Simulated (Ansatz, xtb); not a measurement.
# Two isomers of H3NOS

We compare X, `N[SH]=O`, a singlet, with Y, `ONS`, a singlet. Both are isolated molecules in the gas phase, relaxed with PBE0-D3(BJ)/def2-SVP; the shapes shown needn't be the lowest conformers.

X (Å):

| atom | x (Å) | y (Å) | z (Å) |
| --- | --- | --- | --- |
| N | 0.8408 | 0.3176 | 1.1529 |
| O | -0.7650 | 2.2490 | 2.0754 |
| S | -0.0594 | 0.9906 | 2.4375 |
| H | 1.3528 | 1.0345 | 0.6346 |
| H | 0.2035 | -0.1525 | 0.5100 |
| H | 1.1305 | 1.3507 | 3.0589 |

Y (Å):

```xyz
6

N     0.3796    0.5623    1.9278
O    -0.0262    0.2761    0.6177
S     1.5529    1.8379    2.0027
H    -0.9163    0.6461    0.5766
H     0.8586   -0.2826    2.2376
H     0.7252    2.7661    2.5375
```

Quicker runs give these differences E(Y) − E(X): GFN2-xTB +73.8 kJ/mol; HF/STO-3G −398.3 kJ/mol (at GFN2-xTB geometries); r2SCAN-D4/def2-SVP +37.4 kJ/mol (at GFN2-xTB geometries).

Task: Estimate E(Y) − E(X) at the level CCSD(T)/def2-TZVPP.

Result: Calculated at CCSD(T)/def2-TZVPP: E(Y) − E(X) = +96.1 kJ/mol, so structure X lies lower.

The same difference at several levels:

| level | geometry | E(Y) − E(X) (kJ/mol) | departure from the last row (kJ/mol) | job, with rough time for the two |
| --- | --- | --- | --- | --- |
| GFN2-xTB | GFN2-xTB | +73.8 | −22.3 | optimisation, 0.1 s |
| HF/STO-3G | GFN2-xTB | −398.3 | −494.4 | single point, 0.2 s |
| r2SCAN-D4/def2-SVP | GFN2-xTB | +37.4 | −58.6 | single point, 2.7 s |
| PBE0-D3(BJ)/def2-SVP | PBE0-D3(BJ)/def2-SVP | +34.8 | −61.2 | optimisation, 22 s |
| HF/def2-TZVPP | PBE0-D3(BJ)/def2-SVP | +85.3 | −10.8 | part of the CCSD(T) run |
| MP2/def2-TZVPP | PBE0-D3(BJ)/def2-SVP | +114.8 | +18.7 | part of the CCSD(T) run |
| CCSD(T)/def2-TZVPP | PBE0-D3(BJ)/def2-SVP | +96.1 |  | single point, 56 s |

As drawn, Y has 1 N–O, 1 O–H in place of 1 O=S, 1 N–H.

HF/STO-3G puts the two in the other order. The largest departure from CCSD(T)/def2-TZVPP is that of HF/STO-3G, 494.4 kJ/mol.

With harmonic frequencies from PBE0-D3(BJ)/def2-SVP (ideal gas, rigid rotor, one conformer each, 298.15 K, 1 atm): the zero-point term adds −0.9 kJ/mol; ΔH is +96.0 and ΔG +94.3 kJ/mol.

The correlated steps freeze 7 core orbitals. Codes used: Ansatz 0.2.0, xtb 6.7.1; the last row on 1 thread of Arm Neoverse V2 on a shared host.
